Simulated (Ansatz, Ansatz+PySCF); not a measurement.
```xyz
3

S     0.0000    0.0000   -0.1123
H     0.0000    1.0493    0.8987
H     0.0000   -1.0493    0.8987
```

RHF on singlet H₂S was run in several spherical basis sets with Ansatz (development build ahead of 0.2.0).

Question: Rank the basis sets by the total energy that they give, lowest first, with the distance from the lowest.
A. def2-TZVP
B. def2-SVP
C. cc-pVTZ
D. cc-pVDZ
E. 6-31G(d)

Answer: C (0.00 eV), A (0.19 eV), D (0.45 eV), E (1.32 eV), B (3.95 eV).

Totals follow the description of the cores as much as that of the bonds, so this order isn't one of quality for chemistry.
